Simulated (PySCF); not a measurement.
1-Propene, 3-chloro-, C3H5Cl, SMILES C=CCCl, point group C1.

Force field and properties: PBE0/def2-SVP (PySCF, grid level 2). Vibrational terms come from second-order perturbation theory with semi-diagonal cubic constants, by steps of ±0.6 along the normal coordinates of each isotopologue. The parent has the commonest isotopes.

Equilibrium geometry (Å):

| atom | x | y | z |
| --- | --- | --- | --- |
| C1 | 1.3990 | 0.2289 | -0.2541 |
| C2 | 0.3246 | -0.3169 | 0.3166 |
| C3 | -1.0726 | -0.0664 | -0.1298 |
| Cl4 | -2.0724 | 0.6103 | 1.2037 |
| H5 | 1.3101 | 0.9267 | -1.0931 |
| H6 | 2.4086 | -0.0033 | 0.0944 |
| H7 | 0.4400 | -1.0046 | 1.1624 |
| H8 | -1.5710 | -0.9977 | -0.4366 |
| H9 | -1.1120 | 0.6470 | -0.9642 |

(1) Give the equilibrium and ground-state rotational constants (MHz) of parent; ²H at 5.

(2) How is the parent's vibrational correction B0 − Be made up?

(3) And its quartic centrifugal distortion constants from the harmonic force field?

A mode lies under 250 cm⁻¹, where this perturbation treatment is rough. Internal rotors are held in one well.

Results:

(1) 
```
species     Ae      Be      Ce     A0      B0      C0  Δ0 (u Å²)  harmonic ZPE (cm⁻¹)
 parent  22171  2770.5  2686.8  22173  2752.2  2667.1    -16.933                15713
²H at 5  20732  2660.8    2602  20747  2643.2  2583.1    -19.910                15032
```

Δ0 = Ic − Ia − Ib from the ground-state constants.

(2) 
```
axis  harmonic  Coriolis  cubic  total (MHz)
   a       135     -77.7  -55.1         1.89
   b      3.25      -1.3  -20.2        -18.3
   c      2.76     -1.22  -21.2        -19.7
```

(3) Asymmetric top, A reduction, Ir representation: ΔJ = 1.54 kHz, ΔJK = -56.1 kHz, ΔK = 897 kHz, δJ = 0.0691 kHz, δK = -29.8 kHz.
